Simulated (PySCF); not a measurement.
**Calculated NMR parameters of dimethyl ether**

```
Formula                               : C2H6O
SMILES                                : COC
Point group of the computed structure : C2v
Degrees of unsaturation               : 0
Carbon signals                        : 1
Proton signals                        : 1
```

Mapped SMILES: `[CH3:1][O:2][CH3:3]`. Hydrogens are named by the atom that carries them.

[PySCF: GFN2-xTB structure; PBE0/pcSseg-1 with gauge-including orbitals; J: B3LYP/pcJ-1; relativity neglected; no solvent model; fast rotation and ring inversion assumed for equivalent nuclei; a single conformation]

Referencing at the same level of theory: TMS for 1H (σref 31.72) and 13C (σref 186.93); H2O for 17O (σref 336.08).

| carbon | δC, type | δH (multiplicity, J in Hz) | HMBC from (abs. J ≥ 3 Hz) | span of the C tensor (ppm) |
| --- | --- | --- | --- | --- |
| C1/C3 | 62.8, CH3 | 3.39 (s) | H(C1)/H(C3) | 89 |

Other nuclei:
```tsv
atoms	nucleus	environment	δ (ppm)	σ (ppm)
O2	17O	ether oxygen	2.5	333.6
```

Selected couplings (Hz, signed; the shortest-range and largest first, 30 at most; isotopes 13C, 1H): 1J(C1,H(C1)) 144.5.

- Carbon types of the structure: 2 × CH3, which accounts for all hydrogens.
- δC 62.8: methyl carbon bonded to O; pulled downfield by the heteroatom.
- δH 3.39: hydrogen on a methyl carbon bonded to O; its carbon carries O, hence the downfield position.

Shifts are as computed. Against solution values, carbons near 30 ppm lie about +3 ppm off and those near 130 ppm about +5 ppm. Of 1211 compounds with measured shifts, 218 miss one by over three times the rms of a fit or turn the order of signals round; such compounds aren't used in these exercises. Experimental scales use liquid or dissolved standards, which lie at an offset from isolated H2O (liquid H2O: subtract about 36 ppm).
